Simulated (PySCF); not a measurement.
# Sulfur: a sound run and one with changed settings

Sound run: S [Ne] 3s2 3p4, S⁺ [Ne] 3s2 3p3. All numbers are calculated (PySCF 2.14, scalar relativity by spin-free X2C-1e, in cc-pVTZ-DK). The sound run starts from symmetry-adapted Hartree-Fock orbitals and uses a fine grid where one is needed.

Changed run: 26 angular points. This setting is unsound on purpose.

```tsv
species	method	sound run (hartree)	changed run (hartree)	converged
S	UHF	-398.59017	-398.59017	yes
S	B3LYP	-399.22874	-399.22851	yes
S	BP86	-399.25033	-399.25008	yes
S⁺	UHF	-398.25151	-398.25151	yes
S⁺	B3LYP	-398.84169	-398.84169	yes
S⁺	BP86	-398.86135	-398.86135	yes
```

Ionisation energy of S:

```
method  sound run (eV)  changed run (eV)
   UHF           9.216             9.216
 B3LYP          10.532            10.526
  BP86          10.585            10.578
```

A coarse angular grid integrates products of high-l functions wrongly, so density functionals can shift, and the SCF can exploit the error; Hartree-Fock and MP2 need no grid.

For comparison, NIST gives 10.360 eV between the lowest levels.
